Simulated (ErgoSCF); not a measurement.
# C2H2S (ethynethiol): PBE/def2-SVPD

What is the vertical ionisation energy of C2H2S (ethynethiol) at PBE/def2-SVPD? 

The calculation is run with ErgoSCF 3.8.

18 further runs of the same task are left out: 5 that didn't finish, 13 set aside as unsound or not needed.

## 1. The molecule

C2H2S has 5 atoms, charge 0, and is taken as a singlet. As SMILES, `C#CS`. The shape is that of a PBE0-D4/def2-TZVP optimisation.

Bond lengths: C1–C2 1.204 Å, C2–S3 1.679 Å, C1–H4 1.064 Å, S3–H5 1.346 Å. Angles: C1–C2–S3 175.2°, C2–C1–H4 179.3°, C2–S3–H5 96.7°.

## 2. A single-point energy at PBE/def2-SVPD

Input file run.inp:

```
set_nthreads(1)
molecule_inline
C     -2.26162423    -0.64628633     0.00359048
C      0.00132281    -0.42273173     0.04932185
S      3.17266119    -0.37340988     0.15760316
H     -4.26473392    -0.81900730    -0.04119603
H      3.44667148     2.12235141    -0.24755412
EOF
scf.use_diagonalization = 1
tmpdir = "."
scf.output_mulliken_pop = 1
XC.sparse_mode = 0
basis = "def2-SVPD"
XC.radint = 1e-11
XC.angint = 41
scf.max_number_of_iterations = 120
run "PBE"
```

The basis set def2-SVPD is read from a file made from the Basis Set Exchange's data (not shown).

Command:

```bash
ergo run.inp
```

Log (excerpt; [...] marks lines left out):

```text
[...]
INDF Weighted mixed functional:
[...]
INSC Energy   1 =       -167.28404040962
[...]
INDE E_LUMO =         -0.04692990392
[...]
INSC Energy  34 =       -475.07462579229  ( diff     -0.000000000001478 )
[...]
RESC CONVERGED after  34 iterations.
RESC FINAL ENERGY:       -475.07462579229
[...]
INSC SCF: dipole_moment_x [atomic units] =      -0.02690489
INSC SCF: dipole_moment_y [atomic units] =       0.30912494
INSC SCF: dipole_moment_z [atomic units] =      -0.05240263
[...]
```

It took 37 s on 1 thread of Arm Neoverse V1, shared host; peak memory 0.26 GiB.

## 3. The doublet cation at the same level

Input file geom.xyz:

```xyz
5
C2H2S
C     -1.196800    -0.342000     0.001900
C      0.000700    -0.223700     0.026100
S      1.678900    -0.197600     0.083400
H     -2.256800    -0.433400    -0.021800
H      1.823900     1.123100    -0.131000
```

Input file run.inp:

```
# C2H2S, PBE
set_nthreads(1)
molecule "geom.xyz"
basis = "def2-SVPD"
scf.max_number_of_iterations = 120
XC.angint = 41
charge = 1
XC.sparse_mode = 0
spin_polarization = 1
tmpdir = "."
XC.radint = 1e-11
scf.use_diagonalization = 1
scf.output_mulliken_pop = 1
run "PBE"
```

The basis set def2-SVPD is read from a file made from the Basis Set Exchange's data (not shown).

Command:

```bash
ergo run.inp
```

Log (excerpt; [...] marks lines left out):

```text
[...]
INDF Weighted mixed functional:
[...]
INSC Energy   1 =       -163.13774514298
[...]
INDE E_LUMO =         -0.46429418665
[...]
INSC Energy  38 =       -474.73517034688  ( diff     -0.000000000003183 )
[...]
RESC CONVERGED after  38 iterations.
RESC FINAL ENERGY:       -474.73517034688
RESC FINAL <S2> =          0.75571255056
[...]
INSC SCF: dipole_moment_x [atomic units] =       0.85730418
INSC SCF: dipole_moment_y [atomic units] =      -0.00807925
INSC SCF: dipole_moment_z [atomic units] =       0.01185596
[...]
```

It took 56 s on 1 thread of Arm Neoverse V1, shared host; peak memory 0.26 GiB.

## 4. What came out

Level: PBE/def2-SVPD.

| quantity | value |
| --- | --- |
| singlet C2H2S: total energy | -475.07463 Eh |
| singlet C2H2S: dipole moment | 0.80 D |
| doublet cation: total energy | -474.73517 Eh |
| doublet cation: ⟨S²⟩ | 0.756 |
| vertical ionisation energy (to the doublet cation) | 9.237 eV |

In words: Removing an electron at fixed nuclei costs 9.24 eV (213 kcal/mol). Mulliken charges (singlet C2H2S) run from -0.90 on C1 to +1.26 on C2; in a basis this large or diffuse they mean little.
